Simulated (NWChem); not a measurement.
# Basis-set dependence for hydroxide (HO (-1))

```
O
H 1 0.9806
```
Charge -1, spin multiplicity 1.

Program: NWChem. The geometry was optimised at PBE0/def2-SVP, a minimum by its harmonic frequencies.

Hartree-Fock energies in Ha, correlation energies in mHa.

The correlated methods keep 1 core orbital frozen. The anion's geometry comes from a basis without diffuse functions. No row is a measurement; the coupled-cluster row has its own basis-set and correlation limits.

```csv
basis,functions,RHF,MP2,SCS-MP2,CCSD,CCSD+T(CCSD),CCSD(T),CR-CCSD[T],CR-CCSD(T)
def2-SVPD,31,-75.32766,-237.0,-229.0,-236.0,-245.7,-244.0,-244.0,-242.6
def2-TZVPD,49,-75.41308,-281.5,-274.6,-277.5,-290.5,-289.1,-288.3,-287.2
```

From def2-SVPD to def2-TZVPD the Hartree-Fock energy moves by -85.4 mHa and the MP2 correlation energy by -44.5 mHa, which is 16 % of its value in the larger set.
